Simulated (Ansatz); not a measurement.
# Formulas on structure types

All numbers below come from DFT r2SCAN, scalar-relativistic, plane waves, PAW in Ansatz. Settings: cutoff 500 eV, Γ-centred meshes no coarser than 0.19 Å⁻¹ for metals and 0.3 Å⁻¹ for insulators (2π included), Gaussian smearing.

Each formula was placed on the sites of the named type and relaxed at zero pressure without lowering the symmetry. No run is spin-polarised. The smearing is 0.1 eV for metals and 0.01 to 0.02 eV otherwise. Formation energies are uncorrected and refer to the elements' standard structures at the same level.

The k mesh leaves about 4 meV/atom of noise in metals. Spin–orbit coupling is left out.

```
formula started on type final group a or a / b (Å) c (Å) V (Å³/atom) E over elements (eV/atom) gap on mesh (eV)
     Sb graphite P6_3/mmc            5.11   6.09         34.4                       0.42              0.00
     Sb indium (bct) I4/mmm            3.10   5.89         28.2                       0.43              0.00
     Sb samarium (9R) R-3m            3.34  25.36         27.2                       0.43              0.00
     Sb diamond Fd-3m            6.94   6.94         41.8                       0.38              0.00
     Sb trigonal selenium Pm-3m            3.09   3.09         29.4                       0.06              0.00
     Sb fcc Fm-3m            4.77   4.77         27.2                       0.47              0.00
```